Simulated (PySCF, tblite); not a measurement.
# C₃H₆FN: dynamics, then NMR shifts on frames

How do NMR shifts of C₃H₆FN (`FC[C@H]1CN1`) change as the atoms move?

Programs: tblite 0.8.0 and PySCF 2.14.0, with density-fitted response routines of our own. Each step states its level of theory. These are calculated values for one molecule in the gas phase, unless marked as measured. Atoms are numbered from 0 throughout.

**1. Starting geometry**

11 atoms, charge 0, multiplicity 1; geometry from: GFN2-xTB.

Bonds of the start (Å): F0–C1 1.38, C1–C2 1.51, C2–C3 1.48, C3–N4 1.44, N4–C2 1.44, C1–H5 1.09, C1–H6 1.10, C2–H7 1.09, C3–H8 1.08, C3–H9 1.08, N4–H10 1.01.

**2. A short Langevin run with GFN2-xTB**

Job settings and geometry (Å):

```
{"job": {"kind": "md", "xc": "GFN2-xTB", "basis": "xTB", "temperature": 600, "steps": 2000, "every": 50, "frames": 5}, "charge": 0, "multiplicity": 1}
F      2.086545     0.599934    -0.750246
C      1.362306    -0.202195     0.101538
C     -0.023152     0.360655     0.297620
C     -1.098188     0.044144    -0.670961
N     -1.045714    -0.606946     0.617139
H      1.313381    -1.197490    -0.348177
H      1.916469    -0.239990     1.045462
H     -0.039109     1.336484     0.777380
H     -0.870153    -0.599271    -1.509312
H     -1.858131     0.790477    -0.869969
H     -1.738830    -0.283131     1.283562
```

With the program's defaults for keys left out, this is: GFN2-xTB Langevin dynamics, gas phase.

The run is started by

```
> OMP_NUM_THREADS=1 python probes_run.py task.json out
```

This one command runs all jobs of the session in turn.

Standard output:

```text
t/fs     T/K      E/eV
    0.0   526.4   -465.26435
   25.0   310.5   -464.76235
   50.0   508.3   -464.78184
   75.0   396.6   -464.60765
  100.0   499.5   -464.66166
  125.0   296.7   -464.42569
  150.0   650.4   -464.91819
  175.0   422.1   -464.50253
  200.0   561.2   -464.71388
  225.0   598.9   -464.79828
  250.0   439.2   -464.64405
  275.0   509.5   -464.89434
  300.0   525.7   -464.82620
  325.0   397.3   -464.76952
  350.0   532.7   -464.82737
  375.0   363.2   -464.43113
  400.0   630.3   -464.68260
  425.0   555.5   -464.45619
  450.0   755.8   -464.81371
  475.0   439.3   -464.20051
  500.0   758.0   -464.50493
  525.0   675.0   -464.65218
  550.0   632.6   -464.42340
  575.0   780.8   -464.61641
  600.0   458.5   -464.34719
  625.0   736.1   -464.55416
  650.0   625.9   -464.38907
  675.0   574.9   -464.42595
  700.0   691.5   -464.57487
  725.0   670.2   -464.37906
  750.0   823.6   -464.66950
  775.0   421.3   -464.10313
  800.0   751.2   -464.48854
  825.0   603.0   -464.43979
  850.0   749.1   -464.49889
  875.0   678.8   -464.51464
  900.0   636.0   -464.53527
  925.0   782.7   -464.53932
  950.0   951.2   -464.52244
  975.0   737.1   -464.18156
 1000.0   745.1   -464.38585
```

It took 20 s on 1 thread of AMD EPYC, shared host; peak memory 0.18 GiB.

Distance from the start (root mean square after alignment): 0 fs 0.00 Å, 200 fs 0.31 Å, 400 fs 0.33 Å, 600 fs 0.27 Å, 800 fs 0.19 Å, 1000 fs 0.23 Å.

Positions (Å) and forces (eV/Å) at 1000 fs:

```xyz
11

F     1.477    0.094   -0.444   -0.482   -0.010    1.049
C     0.675   -0.666    0.404    1.947   -3.814   -0.723
C    -0.510   -1.091   -0.404   -0.703    0.919   -0.042
C    -0.307   -1.815   -1.645    2.341   -0.917   -2.391
N    -1.080   -2.404   -0.610    0.417   -0.797    0.078
H     1.276   -1.601    0.694   -0.180    0.880   -0.623
H     0.432   -0.286    1.341   -0.335    1.730    1.142
H    -1.097   -0.211   -0.366   -1.483    0.666   -0.654
H     0.736   -2.327   -1.759   -1.698    0.957    0.038
H    -0.689   -1.466   -2.656    0.135   -0.460    1.403
H    -2.040   -2.605   -0.894    0.041    0.846    0.722
```

**3. Shielding tensors: 250 fs, PBE0/pcSseg-1**

Job settings and geometry (Å):

```
{"job": {"kind": "nmr", "xc": "PBE0", "basis": "pcSseg-1", "pop": false}, "charge": 0, "multiplicity": 1}
F      2.022600    -0.669400    -0.994600
C      1.157100    -1.258400    -0.032100
C     -0.092900    -0.258600     0.172200
C     -1.443300    -0.277000    -0.409900
N     -1.196400    -0.816100     0.882500
H      0.937500    -2.225400    -0.459700
H      1.562400    -1.346200     0.952900
H      0.390600     0.725000     0.356400
H     -1.672500    -0.980200    -1.131200
H     -1.812800     0.712500    -0.677400
H     -1.653000    -0.478300     1.713200
```

With the program's defaults for keys left out, this is: GIAO PBE0/pcSseg-1 NMR shielding, non-relativistic, gas phase.

Standard output:

```text
coarse grid: 9128 points
cycle   1  E = -272.0403261635  dE =  6.056e-01  |g| = 4.917e-01  |ddm| = 2.805e+00
cycle   2  E = -272.0100080258  dE =  3.032e-02  |g| = 6.852e-01  |ddm| = 7.877e-01
cycle   3  E = -272.0834114762  dE = -7.340e-02  |g| = 5.484e-02  |ddm| = 4.587e-01
cycle   4  E = -272.0839127580  dE = -5.013e-04  |g| = 2.197e-02  |ddm| = 6.126e-02
cycle   5  E = -272.0840162601  dE = -1.035e-04  |g| = 5.549e-03  |ddm| = 2.259e-02
cycle   6  E = -272.0840220724  dE = -5.812e-06  |g| = 2.041e-03  |ddm| = 5.348e-03
final grid: 88456 points
cycle   7  E = -272.1190465850  dE = -2.719e-05  |g| = 9.099e-03  |ddm| = 2.126e-02
cycle   8  E = -272.1190323606  dE =  1.422e-05  |g| = 1.276e-02  |ddm| = 1.672e-02
cycle   9  E = -272.1190644082  dE = -3.205e-05  |g| = 1.103e-03  |ddm| = 9.523e-03
cycle  10  E = -272.1190646348  dE = -2.266e-07  |g| = 2.083e-04  |ddm| = 9.170e-04
cycle  11  E = -272.1190646422  dE = -7.409e-09  |g| = 5.152e-05  |ddm| = 1.671e-04
cycle  12  E = -272.1190646427  dE = -5.522e-10  |g| = 1.702e-05  |ddm| = 5.075e-05
converged SCF energy = -272.1190646427

GIAO shielding tensors (ppm)
atom      isotropic    diamagn.    paramagn.     s11        s22        s33       span
  0 F      414.299     472.120     -57.821    382.243    413.657    446.996     64.753
  1 C       88.996     240.679    -151.684     46.767     70.886    149.333    102.566
  2 C      145.849     247.640    -101.791     95.118    141.314    201.115    105.997
  3 C      165.959     250.348     -84.389    130.192    162.133    205.553     75.361
  4 N      245.650     318.733     -73.083    167.843    277.163    291.945    124.103
  5 H       27.250      28.431      -1.181     23.167     28.314     30.268      7.101
  6 H       26.912      28.393      -1.481     22.294     28.615     29.827      7.533
  7 H       28.402      30.800      -2.399     23.142     26.979     35.084     11.942
  8 H       31.249      31.246       0.002     24.971     28.250     40.524     15.553
  9 H       29.540      29.927      -0.387     24.430     26.120     38.071     13.642
 10 H       30.358      32.012      -1.654     23.071     25.761     42.240     19.169
```

Wall time 17 s (1 thread of AMD EPYC, shared host); peak memory 0.54 GiB.

The references, computed at this level on geometries of the same kind, shield at (ppm): ¹H TMS 31.72, ¹³C TMS 186.9, ¹⁹F CFCl3 170.9, ¹⁵N NH3 267.7. Their shielding less the atom's gives the shift. The references are single molecules in the gas phase, so shifts against H2O, NH3, PH3, H3PO4 or CFCl3 are not on the usual liquid scales and can be off by tens of ppm. Each atom is listed at this fixed geometry, with no averaging over motion; a spectrum would average atoms that exchange fast.

| atoms | environment | σ (ppm) | δ (ppm) |
| --- | --- | --- | --- |
| C1 | sp3 CH2 bonded to F | 89.0 | 97.9 |
| C2 | aziridine ring carbon | 145.8 | 41.1 |
| C3 | aziridine ring carbon | 166.0 | 21.0 |
| H6 | hydrogen on an sp3 CH2 bonded to F | 26.91 | 4.80 |
| H5 | hydrogen on an sp3 CH2 bonded to F | 27.25 | 4.47 |
| H7 | hydrogen on an aziridine ring carbon | 28.40 | 3.32 |
| H9 | hydrogen on an aziridine ring carbon | 29.54 | 2.18 |
| H10 | hydrogen on an amine nitrogen | 30.36 | 1.36 |
| H8 | hydrogen on an aziridine ring carbon | 31.25 | 0.47 |
| F0 | fluorine on an sp3 carbon | 414.3 | -243.4 |
| N4 | amine nitrogen | 245.7 | 22.1 |

Ring of atoms C2, C3, N4: NICS(0) -43.8, NICS(1) -6.5, NICS(1)zz -21.4 ppm (means of both faces). The ring holds saturated atoms, so no π current runs round it: these values come from its σ bonds, any local π bonds and neighbouring rings, and say nothing of aromaticity.

In rings of three or four atoms NICS is ruled by the nearby σ bonds, so it says little on aromaticity.

**4. Nuclear shieldings: 425 fs, PBE0/pcSseg-1**

Job settings and geometry (Å):

```
{"job": {"kind": "nmr", "xc": "PBE0", "basis": "pcSseg-1", "pop": false}, "charge": 0, "multiplicity": 1}
F      1.797800    -1.453200    -1.139500
C      1.521100    -1.638400     0.198700
C      0.403800    -0.754800     0.690700
C     -0.757000    -0.586100    -0.226600
N     -0.899400    -1.236400     1.070800
H      1.449300    -2.677000     0.428200
H      2.411400    -1.154700     0.503400
H      0.773600     0.098300     1.248700
H     -0.739900    -1.210200    -1.036000
H     -1.246300     0.438000    -0.125800
H     -1.475100    -0.706500     1.777900
```

Level: GIAO PBE0/pcSseg-1 NMR shielding, non-relativistic, gas phase.

Standard output:

```text
coarse grid: 9128 points
cycle   1  E = -272.0324624257  dE =  7.003e-01  |g| = 4.866e-01  |ddm| = 2.822e+00
cycle   2  E = -272.0107511882  dE =  2.171e-02  |g| = 6.450e-01  |ddm| = 8.349e-01
cycle   3  E = -272.0747861859  dE = -6.403e-02  |g| = 5.614e-02  |ddm| = 4.707e-01
cycle   4  E = -272.0753008703  dE = -5.147e-04  |g| = 2.257e-02  |ddm| = 5.761e-02
cycle   5  E = -272.0754149089  dE = -1.140e-04  |g| = 4.950e-03  |ddm| = 2.194e-02
cycle   6  E = -272.0754199966  dE = -5.088e-06  |g| = 1.130e-03  |ddm| = 4.279e-03
final grid: 88456 points
cycle   7  E = -272.1107661720  dE = -3.628e-05  |g| = 7.243e-03  |ddm| = 2.287e-02
cycle   8  E = -272.1107603659  dE =  5.806e-06  |g| = 9.229e-03  |ddm| = 1.287e-02
cycle   9  E = -272.1107784467  dE = -1.808e-05  |g| = 9.507e-04  |ddm| = 7.003e-03
cycle  10  E = -272.1107785815  dE = -1.348e-07  |g| = 2.308e-04  |ddm| = 7.691e-04
cycle  11  E = -272.1107785899  dE = -8.408e-09  |g| = 4.478e-05  |ddm| = 1.826e-04
cycle  12  E = -272.1107785903  dE = -4.147e-10  |g| = 1.598e-05  |ddm| = 5.010e-05
converged SCF energy = -272.1107785903

GIAO shielding tensors (ppm)
atom      isotropic    diamagn.    paramagn.     s11        s22        s33       span
  0 F      417.763     475.053     -57.290    357.444    395.506    500.338    142.894
  1 C      102.107     236.440    -134.333     58.535     94.665    153.120     94.585
  2 C      156.654     254.331     -97.677    115.312    145.955    208.696     93.384
  3 C      168.615     248.308     -79.692    138.615    158.879    208.352     69.737
  4 N      218.766     318.846    -100.080    135.131    227.805    293.361    158.231
  5 H       27.749      26.975       0.774     22.176     29.037     32.035      9.859
  6 H       26.318      28.248      -1.931     20.283     27.704     30.965     10.682
  7 H       29.037      32.932      -3.895     21.479     27.783     37.849     16.369
  8 H       31.483      31.305       0.178     25.972     28.016     40.459     14.486
  9 H       28.273      29.633      -1.360     21.342     25.473     38.005     16.663
 10 H       30.252      30.735      -0.484     22.804     25.425     42.526     19.722
```

Run time: 15 s. Hardware: 1 thread of AMD EPYC, shared host; peak memory 0.56 GiB.

This run: δ C1 84.8, C2 30.3, C3 18.3, F0 -246.8, H6 5.40, H5 3.97 ppm.

**5. Shielding tensors: 625 fs, PBE0/pcSseg-1**

Job settings and geometry (Å):

```
{"job": {"kind": "nmr", "xc": "PBE0", "basis": "pcSseg-1", "pop": false}, "charge": 0, "multiplicity": 1}
F      2.941700    -1.478800    -0.416800
C      1.997600    -1.407900     0.600500
C      0.694200    -0.774200     0.253700
C     -0.257300    -1.498800    -0.639400
N     -0.450700    -1.588200     0.832000
H      1.975200    -2.496700     0.829900
H      2.550500    -0.928500     1.442900
H      0.675100     0.269400     0.451700
H      0.282200    -2.299900    -1.029600
H     -1.064000    -0.939000    -1.247900
H     -1.306600    -1.216500     1.299400
```

Level: GIAO PBE0/pcSseg-1 NMR shielding, non-relativistic, gas phase.

Standard output:

```text
coarse grid: 9128 points
cycle   1  E = -272.0364012505  dE =  5.249e-01  |g| = 4.915e-01  |ddm| = 2.773e+00
cycle   2  E = -272.0120606846  dE =  2.434e-02  |g| = 6.623e-01  |ddm| = 7.913e-01
cycle   3  E = -272.0784006393  dE = -6.634e-02  |g| = 5.748e-02  |ddm| = 4.537e-01
cycle   4  E = -272.0789450128  dE = -5.444e-04  |g| = 2.495e-02  |ddm| = 6.443e-02
cycle   5  E = -272.0790860883  dE = -1.411e-04  |g| = 6.040e-03  |ddm| = 2.407e-02
cycle   6  E = -272.0790924902  dE = -6.402e-06  |g| = 2.470e-03  |ddm| = 5.743e-03
final grid: 88456 points
cycle   7  E = -272.1139959634  dE = -3.035e-05  |g| = 6.405e-03  |ddm| = 2.173e-02
cycle   8  E = -272.1139897862  dE =  6.177e-06  |g| = 8.566e-03  |ddm| = 1.076e-02
cycle   9  E = -272.1140056259  dE = -1.584e-05  |g| = 9.329e-04  |ddm| = 6.122e-03
cycle  10  E = -272.1140057748  dE = -1.489e-07  |g| = 2.581e-04  |ddm| = 7.961e-04
cycle  11  E = -272.1140057876  dE = -1.280e-08  |g| = 7.106e-05  |ddm| = 2.326e-04
cycle  12  E = -272.1140057884  dE = -8.321e-10  |g| = 2.879e-05  |ddm| = 6.504e-05
converged SCF energy = -272.1140057884

GIAO shielding tensors (ppm)
atom      isotropic    diamagn.    paramagn.     s11        s22        s33       span
  0 F      418.915     470.690     -51.775    382.920    393.179    480.646     97.726
  1 C       91.630     233.002    -141.372     52.119     79.600    143.172     91.053
  2 C      158.479     247.238     -88.759    114.651    153.118    207.668     93.018
  3 C      156.076     249.874     -93.798    126.886    151.808    189.534     62.648
  4 N      219.981     315.514     -95.533    114.625    249.474    295.844    181.218
  5 H       26.565      26.620      -0.054     20.880     28.974     29.842      8.962
  6 H       25.879      25.826       0.054     21.277     27.281     29.080      7.804
  7 H       29.309      32.181      -2.872     23.193     27.253     37.479     14.286
  8 H       30.561      30.165       0.396     24.549     27.758     39.376     14.826
  9 H       27.387      28.267      -0.880     22.285     24.429     35.447     13.162
 10 H       29.490      30.985      -1.495     22.806     24.693     40.970     18.164
```

Wall time 15 s (1 thread of AMD EPYC, shared host); peak memory 0.55 GiB.

In short: δ C1 95.3, C3 30.8, C2 28.4, F0 -248.0, H6 5.84, H5 5.15 ppm.

**6. Shielding tensors: 800 fs, PBE0/pcSseg-1**

Job settings and geometry (Å):

```
{"job": {"kind": "nmr", "xc": "PBE0", "basis": "pcSseg-1", "pop": false}, "charge": 0, "multiplicity": 1}
F      2.392300    -0.501600     0.167300
C      1.091100    -0.770500     0.568700
C      0.067900    -0.727400    -0.471300
C     -0.230200    -1.773700    -1.499000
N     -0.860500    -1.706900    -0.206800
H      1.171400    -1.778900     0.882000
H      0.965200    -0.014900     1.357500
H     -0.317000     0.232900    -0.832200
H      0.515400    -2.653200    -1.622400
H     -0.744600    -1.503800    -2.480500
H     -1.820800    -1.695300    -0.340100
```

Level: GIAO PBE0/pcSseg-1 NMR shielding, non-relativistic, gas phase.

Standard output:

```text
coarse grid: 9128 points
cycle   1  E = -272.0356790054  dE =  7.932e-01  |g| = 4.957e-01  |ddm| = 2.819e+00
cycle   2  E = -272.0131820912  dE =  2.250e-02  |g| = 6.572e-01  |ddm| = 8.637e-01
cycle   3  E = -272.0790461994  dE = -6.586e-02  |g| = 4.806e-02  |ddm| = 4.842e-01
cycle   4  E = -272.0794067906  dE = -3.606e-04  |g| = 2.174e-02  |ddm| = 5.639e-02
cycle   5  E = -272.0795079994  dE = -1.012e-04  |g| = 5.578e-03  |ddm| = 2.224e-02
cycle   6  E = -272.0795138516  dE = -5.852e-06  |g| = 2.037e-03  |ddm| = 5.304e-03
final grid: 88456 points
cycle   7  E = -272.1134075631  dE = -2.505e-05  |g| = 9.048e-03  |ddm| = 2.195e-02
cycle   8  E = -272.1133909228  dE =  1.664e-05  |g| = 1.318e-02  |ddm| = 1.668e-02
cycle   9  E = -272.1134244249  dE = -3.350e-05  |g| = 8.525e-04  |ddm| = 9.722e-03
cycle  10  E = -272.1134245673  dE = -1.423e-07  |g| = 2.003e-04  |ddm| = 7.684e-04
cycle  11  E = -272.1134245749  dE = -7.645e-09  |g| = 4.599e-05  |ddm| = 1.627e-04
cycle  12  E = -272.1134245753  dE = -4.163e-10  |g| = 1.530e-05  |ddm| = 4.935e-05
converged SCF energy = -272.1134245753

GIAO shielding tensors (ppm)
atom      isotropic    diamagn.    paramagn.     s11        s22        s33       span
  0 F      421.869     470.151     -48.282    394.678    406.450    464.479     69.801
  1 C       94.162     235.680    -141.518     52.051     85.158    145.276     93.224
  2 C      162.778     245.746     -82.968    127.087    155.201    206.046     78.959
  3 C      158.747     253.043     -94.295    116.573    145.986    213.683     97.110
  4 N      246.681     314.638     -67.956    177.151    271.309    291.584    114.433
  5 H       27.972      28.761      -0.789     22.185     29.856     31.875      9.690
  6 H       25.756      27.492      -1.736     20.573     27.712     28.983      8.411
  7 H       29.318      30.907      -1.589     22.748     26.820     38.387     15.639
  8 H       28.438      27.208       1.230     22.430     25.962     36.923     14.493
  9 H       28.541      28.512       0.029     23.209     25.305     37.110     13.900
 10 H       31.664      32.950      -1.287     22.322     27.330     45.339     23.016
```

Run time: 15 s. Hardware: 1 thread of AMD EPYC, shared host; peak memory 0.56 GiB.

Key values: δ C1 92.8, C3 28.2, C2 24.1, F0 -250.9, H6 5.96, H5 3.74 ppm.

**7. Nuclear shieldings: 1000 fs, PBE0/pcSseg-1**

Job settings and geometry (Å):

```
{"job": {"kind": "nmr", "xc": "PBE0", "basis": "pcSseg-1", "pop": false}, "charge": 0, "multiplicity": 1}
F      1.476600     0.093800    -0.444400
C      0.675400    -0.666300     0.403500
C     -0.509900    -1.090800    -0.403700
C     -0.307400    -1.814800    -1.645300
N     -1.080100    -2.403700    -0.610000
H      1.276000    -1.601500     0.693600
H      0.432500    -0.285900     1.341300
H     -1.097100    -0.211300    -0.366300
H      0.736100    -2.327300    -1.758600
H     -0.688500    -1.466500    -2.655600
H     -2.040000    -2.605100    -0.893600
```

With the program's defaults for keys left out, this is: GIAO PBE0/pcSseg-1 NMR shielding, non-relativistic, gas phase.

Standard output:

```text
coarse grid: 9128 points
cycle   1  E = -272.0370611809  dE =  6.900e-01  |g| = 4.619e-01  |ddm| = 2.827e+00
cycle   2  E = -272.0178430056  dE =  1.922e-02  |g| = 6.094e-01  |ddm| = 7.801e-01
cycle   3  E = -272.0752836245  dE = -5.744e-02  |g| = 5.575e-02  |ddm| = 4.364e-01
cycle   4  E = -272.0757647674  dE = -4.811e-04  |g| = 2.145e-02  |ddm| = 5.545e-02
cycle   5  E = -272.0758660006  dE = -1.012e-04  |g| = 5.051e-03  |ddm| = 2.175e-02
cycle   6  E = -272.0758715200  dE = -5.519e-06  |g| = 1.049e-03  |ddm| = 4.544e-03
final grid: 88456 points
cycle   7  E = -272.1092808026  dE = -2.722e-05  |g| = 7.649e-03  |ddm| = 2.191e-02
cycle   8  E = -272.1092720719  dE =  8.731e-06  |g| = 1.036e-02  |ddm| = 1.409e-02
cycle   9  E = -272.1092938904  dE = -2.182e-05  |g| = 9.048e-04  |ddm| = 7.872e-03
cycle  10  E = -272.1092940291  dE = -1.387e-07  |g| = 2.015e-04  |ddm| = 8.069e-04
cycle  11  E = -272.1092940357  dE = -6.602e-09  |g| = 4.337e-05  |ddm| = 1.520e-04
cycle  12  E = -272.1092940361  dE = -3.629e-10  |g| = 1.742e-05  |ddm| = 4.567e-05
converged SCF energy = -272.1092940361

GIAO shielding tensors (ppm)
atom      isotropic    diamagn.    paramagn.     s11        s22        s33       span
  0 F      412.641     473.654     -61.013    358.912    407.835    471.175    112.264
  1 C       97.630     238.309    -140.679     63.359     79.534    149.998     86.638
  2 C      160.756     246.454     -85.697    103.953    167.042    211.274    107.321
  3 C      153.107     252.416     -99.310    111.607    149.073    198.640     87.033
  4 N      238.510     316.083     -77.573    160.249    265.084    290.197    129.948
  5 H       27.008      26.490       0.518     22.829     26.828     31.366      8.537
  6 H       27.416      29.617      -2.202     23.961     27.627     30.659      6.698
  7 H       29.518      31.904      -2.386     22.627     28.600     37.327     14.699
  8 H       28.222      27.188       1.035     23.038     25.198     36.431     13.393
  9 H       27.951      28.851      -0.900     23.727     24.953     35.173     11.446
 10 H       30.216      29.937       0.279     22.195     25.642     42.812     20.618
```

Wall time 16 s (1 thread of AMD EPYC, shared host); peak memory 0.56 GiB.

This run: δ C1 89.3, C3 33.8, C2 26.2, F0 -241.7, H5 4.71, H6 4.30 ppm.

**8. Comparing the runs: NMR shifts**

Shifts (ppm) of some atoms, chosen among heavy atoms and hydrogens apart, with basis size and wall time:

| frame | C1 | C2 | C3 | H10 | H8 | F0 | N4 | functions | time |
| --- | --- | --- | --- | --- | --- | --- | --- | --- | --- |
| 250 fs | 97.9 | 41.1 | 21.0 | 1.36 | 0.47 | -243.4 | 22.1 | 115 | 17 s |
| 425 fs | 84.8 | 30.3 | 18.3 | 1.47 | 0.23 | -246.8 | 49.0 | 115 | 15 s |
| 625 fs | 95.3 | 28.4 | 30.8 | 2.23 | 1.16 | -248.0 | 47.7 | 115 | 15 s |
| 800 fs | 92.8 | 24.1 | 28.2 | 0.05 | 3.28 | -250.9 | 21.0 | 115 | 15 s |
| 1000 fs | 89.3 | 26.2 | 33.8 | 1.50 | 3.49 | -241.7 | 29.2 | 115 | 16 s |

**9. Results**

```
                                        quantity                                   value
                                      thermostat                                   600 K
                   mean temperature, second half                                   690 K
         mean potential energy above the minimum                                 0.80 eV
  ¹³C shifts against TMS (PBE0/pcSseg-1, 250 fs)                    97.9, 41.1, 21.0 ppm
   ¹H shifts against TMS (PBE0/pcSseg-1, 250 fs)  4.80, 4.47, 3.32, 2.18, 1.36, 0.47 ppm
¹⁹F shifts against CFCl3 (PBE0/pcSseg-1, 250 fs)                              -243.4 ppm
  ¹⁵N shifts against NH3 (PBE0/pcSseg-1, 250 fs)                                22.1 ppm
                        range of the shift of N4                        21.0 to 49.0 ppm
```

**Reading.** In the second half the potential energy averages 0.80 eV above the minimum; equipartition over 27 harmonic modes at 600 K would give 0.70 eV. With 11 atoms the temperature swings widely (297 to 951 K). Shifts at one fixed geometry are not the observed spectrum, which averages over the motion. In the first frame run (250 fs): Shielding is most anisotropic at N4 (span 124 ppm, paramagnetic term -73 ppm). Across the 5 runs the shift of N4 moves most, between 21.0 (800 fs) and 49.0 ppm (425 fs).
